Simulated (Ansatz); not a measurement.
Born–Oppenheimer molecular dynamics of H7NSi (9 atoms, charge 0, multiplicity 1). It starts at the highest image of a converged band. Of that band: Beside the main top the profile has a ripple of under 15 meV (maxima at images 4, 8), which may be a very shallow well or noise. Neighbouring images differ by up to 2.0 eV, so the band resolves the path poorly. A vibrational analysis at the climbing image gives one clearly imaginary mode, 1404i cm⁻¹: a first-order saddle point.

Method: Ansatz 0.2.0, RKS B3LYP-D4/def2-mTZVP.

```json
{"ensemble": "NVE (velocity Verlet)", "time step": "0.5 fs", "steps asked": "200", "starting velocities drawn for": "300 K", "seed": "9324"}
```

Frames 2.5 fs apart, positions in Å, forces in eV/Å.

Velocities at 70 fs (Å/ps):

```
Si -3.41 3.40 -3.76
H 60.08 -63.38 69.89
H -18.66 17.93 9.62
H 54.36 -35.73 13.74
H -18.09 3.83 -5.99
N -1.51 -0.86 -3.87
H -30.21 33.09 -16.45
H -16.45 24.17 16.97
H 84.91 -62.83 70.87
```

```xyz
9
Properties=species:S:1:pos:R:3:forces:R:3 time_fs=70 energy_less_start_eV=-1.763 T=2249
Si -0.510 0.160 -0.174 0.91 -1.07 -0.97
H 4.368 -4.559 6.036 2.79 0.99 0.55
H 0.625 0.491 0.736 -0.20 -0.04 -0.01
H -0.150 0.679 -1.548 -0.28 0.25 0.52
H -0.655 -1.324 -0.453 0.47 0.29 0.15
N -2.038 0.549 0.481 -0.15 0.55 0.04
H -2.679 -0.184 0.270 -0.77 -0.34 -0.09
H -2.142 0.792 1.447 0.03 0.35 0.37
H 3.743 -4.782 5.912 -2.79 -0.99 -0.55
9
Properties=species:S:1:pos:R:3:forces:R:3 time_fs=72.5 energy_less_start_eV=-1.764 T=2248
Si -0.517 0.167 -0.184 0.77 -1.45 -0.14
H 4.588 -4.692 6.224 -0.79 -0.31 -0.17
H 0.572 0.534 0.760 -0.14 -0.11 0.07
H -0.023 0.602 -1.505 -0.36 0.67 -0.16
H -0.686 -1.307 -0.463 0.49 0.12 0.18
N -2.042 0.549 0.473 -1.10 0.85 1.69
H -2.774 -0.110 0.227 -0.01 0.22 0.10
H -2.178 0.855 1.473 0.35 -0.30 -1.73
H 3.885 -4.965 6.075 0.79 0.31 0.17
9
Properties=species:S:1:pos:R:3:forces:R:3 time_fs=75 energy_less_start_eV=-1.665 T=2141
Si -0.523 0.172 -0.195 0.46 -1.29 0.41
H 4.786 -4.835 6.408 -1.84 -0.76 -0.41
H 0.511 0.570 0.789 -0.04 -0.15 0.16
H 0.082 0.563 -1.469 -0.40 0.84 -0.49
H -0.688 -1.283 -0.463 0.42 -0.21 0.13
N -2.051 0.552 0.471 -1.58 -0.01 -0.12
H -2.869 -0.023 0.190 0.92 0.67 0.27
H -2.196 0.905 1.412 0.22 0.14 -0.37
H 4.050 -5.138 6.243 1.84 0.76 0.41
9
Properties=species:S:1:pos:R:3:forces:R:3 time_fs=77.5 energy_less_start_eV=-1.638 T=2112
Si -0.528 0.173 -0.204 0.33 -0.79 0.52
H 4.902 -5.010 6.574 2.51 1.11 0.60
H 0.448 0.598 0.827 0.02 -0.18 0.13
H 0.162 0.573 -1.459 -0.62 0.71 -0.22
H -0.665 -1.271 -0.455 0.33 -0.42 0.05
N -2.066 0.555 0.469 -0.22 -0.46 -2.03
H -2.917 0.098 0.166 0.19 0.02 -0.11
H -2.201 0.969 1.336 -0.03 1.11 1.65
H 4.296 -5.277 6.429 -2.51 -1.11 -0.60
9
Properties=species:S:1:pos:R:3:forces:R:3 time_fs=80 energy_less_start_eV=-1.773 T=2257
Si -0.533 0.173 -0.213 0.34 -0.43 0.52
H 5.115 -5.143 6.763 -0.54 -0.26 -0.14
H 0.385 0.615 0.872 0.04 -0.22 -0.02
H 0.205 0.625 -1.462 -0.85 0.42 0.18
H -0.622 -1.282 -0.444 0.25 -0.25 0.00
N -2.083 0.557 0.459 0.60 1.00 0.50
H -2.957 0.222 0.135 -0.69 -0.36 -0.46
H -2.204 1.084 1.330 0.30 -0.17 -0.73
H 4.446 -5.460 6.592 0.54 0.26 0.14
9
Properties=species:S:1:pos:R:3:forces:R:3 time_fs=82.5 energy_less_start_eV=-1.710 T=2191
Si -0.536 0.172 -0.220 0.20 -0.30 0.66
H 5.317 -5.282 6.948 -1.85 -0.92 -0.49
H 0.325 0.619 0.916 0.10 -0.24 -0.18
H 0.199 0.703 -1.455 -0.87 0.15 0.34
H -0.565 -1.307 -0.433 0.16 0.16 -0.03
N -2.097 0.562 0.451 -0.58 1.09 0.70
H -3.023 0.328 0.082 0.68 0.09 0.05
H -2.192 1.193 1.292 0.31 -0.95 -1.55
H 4.606 -5.637 6.759 1.85 0.92 0.49
9
Properties=species:S:1:pos:R:3:forces:R:3 time_fs=85 energy_less_start_eV=-1.814 T=2305
Si -0.539 0.170 -0.226 -0.21 -0.23 0.97
H 5.436 -5.462 7.112 2.20 1.17 0.62
H 0.271 0.609 0.949 0.22 -0.20 -0.24
H 0.141 0.789 -1.429 -0.64 0.00 0.18
H -0.497 -1.323 -0.424 0.05 0.43 -0.08
N -2.114 0.572 0.445 -0.66 -0.39 -1.30
H -3.055 0.438 0.030 1.17 0.05 0.23
H -2.162 1.256 1.174 0.09 0.36 0.25
H 4.850 -5.773 6.947 -2.20 -1.17 -0.62
9
Properties=species:S:1:pos:R:3:forces:R:3 time_fs=87.5 energy_less_start_eV=-1.915 T=2414
Si -0.543 0.167 -0.230 -0.70 -0.05 1.31
H 5.640 -5.595 7.300 -0.29 -0.16 -0.09
H 0.230 0.587 0.969 0.36 -0.12 -0.20
H 0.047 0.877 -1.393 -0.26 -0.01 -0.19
H -0.427 -1.315 -0.420 -0.07 0.35 -0.17
N -2.133 0.580 0.434 0.84 -0.86 -1.10
H -3.027 0.548 -0.013 -0.26 -0.22 -0.49
H -2.125 1.338 1.065 0.08 0.92 0.84
H 5.008 -5.955 7.111 0.29 0.16 0.09
9
Properties=species:S:1:pos:R:3:forces:R:3 time_fs=90 energy_less_start_eV=-1.794 T=2284
Si -0.548 0.165 -0.231 -0.94 0.40 1.36
H 5.846 -5.730 7.488 -1.82 -1.09 -0.57
H 0.211 0.558 0.976 0.46 -0.02 -0.13
H -0.064 0.963 -1.369 0.06 -0.06 -0.38
H -0.361 -1.288 -0.425 -0.15 0.00 -0.29
N -2.148 0.586 0.419 1.08 1.09 0.66
H -3.008 0.648 -0.083 -0.43 -0.23 -0.63
H -2.084 1.459 0.996 -0.07 -1.18 -0.59
H 5.165 -6.136 7.275 1.82 1.09 0.57
9
Properties=species:S:1:pos:R:3:forces:R:3 time_fs=92.5 energy_less_start_eV=-1.765 T=2250
Si -0.555 0.163 -0.230 -0.86 0.96 0.97
H 5.967 -5.914 7.650 1.86 1.17 0.61
H 0.219 0.527 0.975 0.43 0.06 -0.11
H -0.172 1.045 -1.364 0.21 -0.31 -0.18
H -0.304 -1.260 -0.448 -0.21 -0.29 -0.37
N -2.160 0.596 0.406 -0.37 1.40 -0.22
H -3.006 0.732 -0.184 1.00 -0.48 0.33
H -2.048 1.521 0.900 -0.20 -1.34 -0.42
H 5.406 -6.267 7.465 -1.86 -1.17 -0.61
9
Properties=species:S:1:pos:R:3:forces:R:3 time_fs=95 energy_less_start_eV=-1.769 T=2253
Si -0.564 0.164 -0.226 -0.58 1.08 0.48
H 6.164 -6.049 7.837 -0.04 -0.03 -0.01
H 0.251 0.501 0.968 0.26 0.10 -0.19
H -0.267 1.108 -1.371 0.32 -0.59 0.12
H -0.260 -1.248 -0.492 -0.32 -0.18 -0.33
N -2.173 0.610 0.392 -0.47 -0.58 -1.31
H -2.954 0.787 -0.271 0.76 -0.64 0.38
H -2.022 1.514 0.785 0.02 0.80 0.86
H 5.572 -6.447 7.630 0.04 0.03 0.01
9
Properties=species:S:1:pos:R:3:forces:R:3 time_fs=97.5 energy_less_start_eV=-1.611 T=2082
Si -0.574 0.167 -0.221 -0.15 0.76 0.13
H 6.372 -6.179 8.027 -1.76 -1.24 -0.64
H 0.299 0.480 0.949 0.04 0.10 -0.27
H -0.343 1.137 -1.371 0.44 -0.64 0.21
H -0.235 -1.246 -0.556 -0.47 0.16 -0.17
N -2.187 0.623 0.373 0.85 -0.79 -0.14
H -2.863 0.806 -0.341 -0.64 -0.35 -0.65
H -1.995 1.544 0.714 -0.08 0.77 0.89
H 5.726 -6.633 7.791 1.76 1.24 0.64
```

Of the whole run (100 fs, mean temperature of the second half 2197 K): The conserved energy stayed within 0.4 meV per atom of its start (net change -0.12 meV per atom), so the integration is sound. The kinetic energy rose, since the run started high on the potential surface and went downhill. It ends in pieces (H2 + H5NSi), so much of that is their flight and rotation, not heat. A run of 0.1 ps of so small a system gives no equilibrium averages. The orbitals stay closed-shell, which can raise the energy where a bond breaks towards radicals; this wasn't checked here.

Time of the run: 6.2 min on 1 thread of Intel(R) Xeon(R) Platinum 8175M CPU @ 2.50GHz (Skylake/Cascade Lake) (shared host), peak memory 0.13 GiB.
